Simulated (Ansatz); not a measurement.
The first iterations of a band of C2H6Al (9 atoms, charge 0, multiplicity 2).

Method: UKS BHLYP-D4/def2-SVP (Ansatz).

| Quantity | Value |
| --- | --- |
| movable images | 7 |
| climbing image | yes |
| spring | 5.0 eV/Å² |
| optimiser | quadratic models (default) |
| start path | through a guess of the saddle point |
| force threshold | 0.05 eV/Å |
| iteration limit | 60 |
| end points | relaxed |

Image 0:

```xyz
9
Properties=species:S:1:pos:R:3
C -0.491 0.615 -0.568
C 0.639 -0.365 -0.258
Al 0.596 -1.168 1.553
H -1.474 0.140 -0.493
H -0.410 1.029 -1.580
H -0.497 1.461 0.126
H 0.653 -1.185 -0.988
H 1.617 0.122 -0.376
H -0.545 -0.695 2.567
```

Image 8:

```xyz
9
Properties=species:S:1:pos:R:3
C -0.512 0.738 -0.812
C 0.352 -0.241 -0.028
Al -0.142 -0.710 1.826
H -1.540 0.377 -0.915
H -0.129 0.911 -1.823
H -0.569 1.713 -0.318
H 0.427 -1.204 -0.557
H 1.390 0.120 0.034
H 0.812 -1.750 2.577
```

| iteration | highest image above the first end (eV) | largest band force component (eV/Å) |
| --- | --- | --- |
| 1 | 2.707 | 13.517 |
| 2 | 0.748 | 5.123 |

Task: Does the band converge within its limit, and where does its top end?

Result: The run converged. It ended after 8 iterations with the highest image 0.027 eV above the first end. A vibrational analysis at the climbing image gives one clearly imaginary mode, 124i cm⁻¹: a first-order saddle point.

The run took 95 s on 2 threads of Intel(R) Xeon(R) Platinum 8488C (Sapphire Rapids) (shared host), peak memory 0.2 GiB.
